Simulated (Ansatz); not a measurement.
**AlH₄+ (singlet): wave-function methods side by side at distance H2–H3 = 0.770 Å, cc-pVDZ**

Aim: climb from Hartree-Fock through coupled cluster and multireference methods for AlH₄+ (singlet) at one geometry and basis, and see what each rung misses.

Computed with Ansatz 0.2.0, Gaussian basis. Level: cc-pVDZ, core rule «outside noble gas», up to 5 orbitals frozen.

To be run: UHF; CCSD(T) on RHF; BCCD(T) on RHF; CISD; CCSDT(Q) on RHF; CASSCF and MRCISD+Q, 2 electrons in 2 orbitals; CASSCF and NEVPT2, 2 electrons in 2 orbitals; Full CI.

52 further runs of the same task are left out: 33 for a known fault of the program, 1 for a mislabelled method, 13 that didn't finish, 5 set aside as unsound or not needed.

## (1) The system

The geometry derives from a PBE0/def2-TZVP stationary point (not a proven minimum). One bond is set to the value named and the two fragments are kept rigid.

5 atoms, charge 1, spin multiplicity 1.

Atoms are counted from 1 here; the program's logs count them from 0.

Bond lengths: Al1–H4 1.552 Å, Al1–H5 1.552 Å, H2–H3 0.770 Å. Angles: H4–Al1–H5 164.0°.

## (2) UHF

File in.yaml:

```yaml
crystal:
  periodic: [false, false, false]
  atoms:
    - {symbol: Al, position_ang: [0.000000, 0.000000, -0.118619]}
    - {symbol: H, position_ang: [0.000000, -0.384792, 1.922431]}
    - {symbol: H, position_ang: [0.000000, 0.384794, 1.922430]}
    - {symbol: H, position_ang: [0.000000, 1.536935, -0.334772]}
    - {symbol: H, position_ang: [0.000000, -1.536935, -0.334770]}
basis:
  gaussian: {orbitals: cc-pVDZ}
total_charge: 1
magnetization: {spin_polarized: true, initial_magnetization: 0}
hamiltonian: {xc: hf}
output: {orbitals: {seedname: orbitals}}
```

Launch:

```console
$ ansatz run in.yaml --threads 1 --pin off --events-out ev --progress --plain --max-ram 2393MiB
```

After this run come: CCSD(T) on RHF; BCCD(T) on RHF; CISD; CCSDT(Q) on RHF; CASSCF and MRCISD+Q, 2 electrons in 2 orbitals; CASSCF and NEVPT2, 2 electrons in 2 orbitals; Full CI.

**Question.** What will the summary of the whole plan be? Wanted: FCI below the RHF energy; RMP2 from FCI; RCCSD from FCI; RCCSD(T) from FCI; RCCSDT(Q) from FCI; NEVPT2 pair from FCI; T1 diagnostic; effectively unpaired electrons.

As calculated:

| quantity | value |
| --- | --- |
| FCI below the RHF energy | -2.8925 eV |
| RMP2 from FCI | +724.1 meV |
| RCCSD from FCI | +33.3 meV |
| RCCSD(T) from FCI | +9.1 meV |
| RCCSDT(Q) from FCI | +0.2 meV |
| NEVPT2 pair from FCI | +688.9 meV |
| levels within 1 kcal/mol (43 meV) | RCCSD, RCCSD(T), BCCD(T), RCCSDT, RCCSDT(Q) |
| T1 diagnostic | 0.009 |
| effectively unpaired electrons | 0.03 |

RCCSD(T) misses by +9.1 meV, 0.3 % of the correlation energy. One determinant dominates. These misses are within one basis, not against nature.
